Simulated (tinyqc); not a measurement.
CISD on RHF in the sto-6g basis, frozen core, for OH-, spin multiplicity 1, step by step. The basis has no diffuse functions, so it cannot describe the extra electron: this is an exercise in the method, not the real anion. One step of it, computed by the program tinyqc.

Problem. CISD: roots. Diagonalise (each vector has its largest component positive (the first on a tie)); all determinants have Ms = 0, so triplets appear too. The lowest singlet root is the correlation energy.

Occupation strings over the orbitals (2 doubly, a alpha, b beta, 0 empty; spin orbitals ordered 1a 1b 2a 2b ...): 222220 22a22b 2a222b 22b22a 2b222a 222202 222022 220222 2ab222 2ba222 202222

H - E(HF) between determinants (hartree):
```
           222220     22a22b     2a222b     22b22a     2b222a     222202     222022     220222
222220   0.000000   0.000000   0.000000   0.000000   0.000000   0.038694   0.038694   0.157368
22a22b   0.000000   0.676538   0.007738  -0.157368  -0.043880   0.006732   0.006732   0.029895
2a222b   0.000000   0.007738   1.259507  -0.043880  -0.109621   0.043173   0.043173  -0.118964
22b22a   0.000000  -0.157368  -0.043880   0.676538   0.007738  -0.006732  -0.006732  -0.029895
2b222a   0.000000  -0.043880  -0.109621   0.007738   1.259507  -0.043173  -0.043173   0.118964
222202   0.038694   0.006732   0.043173  -0.006732  -0.043173   1.003131   0.047461   0.047945
222022   0.038694   0.006732   0.043173  -0.006732  -0.043173   0.047461   1.003131   0.047945
220222   0.157368   0.029895  -0.118964  -0.029895   0.118964   0.047945   0.047945   1.453679
2ab222  -0.043880   0.118964  -0.058643  -0.075295   0.016884   0.053619   0.053619   0.060679
2ba222   0.043880  -0.075295   0.016884   0.118964  -0.058643  -0.053619  -0.053619  -0.060679
202222   0.109621   0.016884   0.024512  -0.016884  -0.024512   0.146097   0.146097   0.150104

           2ab222     2ba222     202222
222220  -0.043880   0.043880   0.109621
22a22b   0.118964  -0.075295   0.016884
2a222b  -0.058643   0.016884   0.024512
22b22a  -0.075295   0.118964  -0.016884
2b222a   0.016884  -0.058643  -0.024512
222202   0.053619  -0.053619   0.146097
222022   0.053619  -0.053619   0.146097
220222   0.060679  -0.060679   0.150104
2ab222   1.973848  -0.150104   0.049166
2ba222  -0.150104   1.973848  -0.049166
202222   0.049166  -0.049166   2.599791
```

Give: lowest roots of this matrix, relative to E(HF); lowest vectors; <S^2> of these roots; weight of the ground state by excitation level 0, 1, 2, ....

Solution.

lowest roots of this matrix, relative to E(HF) (hartree): -0.0245  0.5158  0.7932  0.9557  0.9835  1.1491  1.2752  1.5688

lowest vectors:
```
         root 1   root 2   root 3   root 4
222220   0.9926   0.0000  -0.0002   0.0000
22a22b  -0.0007   0.7057   0.6857   0.0000
2a222b  -0.0051   0.0388  -0.1026   0.0000
22b22a   0.0007   0.7057  -0.6857   0.0000
2b222a   0.0051   0.0388   0.1026   0.0000
222202  -0.0287   0.0000   0.0634   0.7071
222022  -0.0287   0.0000   0.0634  -0.7071
220222  -0.1033   0.0000  -0.0869   0.0000
2ab222   0.0253  -0.0223  -0.1068   0.0000
2ba222  -0.0253  -0.0223   0.1068   0.0000
202222  -0.0332   0.0000  -0.0072   0.0000
```

<S^2> of these roots: 0.0000  2.0000  0.0000  0.0000  0.0000  2.0000  0.0000  0.0000

weight of the ground state by excitation level 0, 1, 2, ...: 0.9852  0.0001  0.0147

With one virtual orbital singles and doubles already span the full space.
